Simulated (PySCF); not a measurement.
Nonlinear optical response: `InChI=1S/C4H10S/c1-4(2)3-5/h4-5H,3H2,1-2H3`

Geometry:
```tsv
atom	x (Å)	y (Å)	z (Å)
C1	1.150	-0.896	0.242
C2	0.034	0.128	0.360
C3	0.594	1.541	0.457
C4	-0.940	0.048	-0.810
S5	-1.859	-1.507	-0.957
H6	1.808	-0.858	1.113
H7	1.760	-0.698	-0.645
H8	0.750	-1.908	0.157
H9	-0.532	-0.080	1.276
H10	1.270	1.636	1.310
H11	-0.201	2.282	0.574
H12	1.160	1.797	-0.444
H13	-0.396	0.133	-1.756
H14	-1.652	0.875	-0.778
H15	-2.540	-1.394	0.194
```

Theory: PySCF, quadratic response CAM-B3LYP/def2-TZVPD first hyperpolarisability, Taylor convention, gas phase. Geometry: PBE0-D3(BJ)/def2-TZVP.

Task: What is the first hyperpolarisability, and how does it disperse?

Result: In au, Taylor convention; the vector part is βᵢ = ⅓ Σⱼ (βᵢⱼⱼ + βⱼᵢⱼ + βⱼⱼᵢ); β∥ is 3/5 of the vector part along the dipole, the dipole points from − to +:
```tsv
process	λ (nm)	β vector norm	β∥	β HRS	depolarisation ratio
static β(0;0,0)	∞	141.7	76.2	54.7	6.61
second harmonic β(−2ω;ω,ω)	1907	148.7	79.8	57.5	6.55
Pockels β(−ω;ω,0)	1907	144.0	77.3	–	–
second harmonic β(−2ω;ω,ω)	1064	166.4	88.8	64.7	6.42
Pockels β(−ω;ω,0)	1064	149.2	80.0	–	–
```

Task: Which lowest excitations, dipole and polarisabilities go with it?

Result: S1 5.40 eV (f = 0.005); S2 6.04 eV (f = 0.027); S3 6.73 eV (f = 0.015); dipole 1.67 D; isotropic α 72.6 au static, 72.8 au at 1907 nm, 73.2 au at 1064 nm, 73.3 au at 953.5 nm, 75.0 au at 532 nm.
